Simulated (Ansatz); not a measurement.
B2H6: methods side by side

B2H6 has 8 atoms, charge 0, and is taken as a singlet. The shape is that of a GFN2-xTB optimisation.

```
atom    x (Å)    y (Å)    z (Å)
   B   0.5123  -0.6519   0.3616
   H   1.3483  -1.1845  -0.2678
   H   0.3617  -0.9945   1.4743
   H   0.6297   0.6511   0.2856
   B  -0.5127   0.6521  -0.3614
   H  -1.3479   1.1852   0.2679
   H  -0.3605   0.9943  -1.4738
   H  -0.6309  -0.6518  -0.2863
```

Each level gives the vertical ionisation energy (to the doublet cation) (eV). The values are calculated.

```tsv
level	kind	program	value (eV)
HF/STO-3G	Hartree–Fock	Ansatz	11.75
BLYP/STO-3G	GGA	Ansatz	10.95
B3LYP/STO-3G	global hybrid	Ansatz	?
BHLYP/STO-3G	global hybrid	Ansatz	11.84
PBE0/STO-3G	global hybrid	Ansatz	?
RPA@PBE/STO-3G	RPA	Ansatz	10.65
MP2/STO-3G	perturbation theory	Ansatz	11.66
CCSD/STO-3G	coupled cluster or CI	Ansatz	11.42
FCI/STO-3G	exact in the basis	Ansatz	11.32
```

Estimate what the levels marked ? give.

As computed at these levels: B3LYP/STO-3G: 11.48 eV; PBE0/STO-3G: 11.43 eV. The values span 10.65 to 11.84 eV. All rows use very small basis sets, so even the best lies far from the true value.
